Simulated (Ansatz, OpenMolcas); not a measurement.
## Heat of formation of BH2 (boron dihydride) from total energies

BH2: 3 atoms, total charge 0, spin state doublet. SMILES: `[BH2]`. The coordinates come from a PBE0-D4/def2-TZVP relaxation.

```xyz
3

B     0.2651   -0.1677    0.1297
H     0.2921    1.0149    0.2708
H    -0.5572   -0.8473   -0.4006
```

Total energies at UTPSS/def2-TZVPPD (OpenMolcas 26.06); the atoms run unrestricted:

```tsv
species	state	energy (Eh)
BH2	doublet	-25.951478
B	doublet	-24.667777
H	doublet	-0.499867
```

Harmonic wavenumbers at UPBE0-D4/def2-TZVP, in cm⁻¹: 980, 2586, 2757.

Measured heats of formation of the gaseous atoms at 298.15 K, in kJ/mol: B 570.3, H 218.0. Take 1 Eh = 2625.50 kJ/mol, 1 cm⁻¹ = 0.0119627 kJ/mol, RT = 2.479 kJ/mol.

Work out the heat of formation of the gas at 298 K.


1. Electronic atomisation energy: (-24.667777) + 2 × (-0.499867) − (-25.951478) = 0.283967 Eh = 745.6 kJ/mol.
2. Zero-point energy: half the sum of the wavenumbers, 3161.5 cm⁻¹ = 37.8 kJ/mol.
3. Thermal vibrational enthalpy, Σ hcν̃/(exp(hcν̃/kT) − 1): 0.1 kJ/mol. Translation, rotation and pV of a non-linear molecule: 4 RT = 9.9 kJ/mol.
4. The 3 free atoms carry 5/2 RT each: 18.6 kJ/mol.
5. Atomisation enthalpy at 298 K: 745.6 − 37.8 − 0.1 − 9.9 + 18.6 = 716.4 kJ/mol.
6. Sum of the atoms' heats of formation: 1006.3 kJ/mol. Heat of formation: 1006.3 − 716.4 = +289.9 kJ/mol.

No measured value is set beside it here. Anharmonicity and any spin-orbit splitting of the molecule are left out.
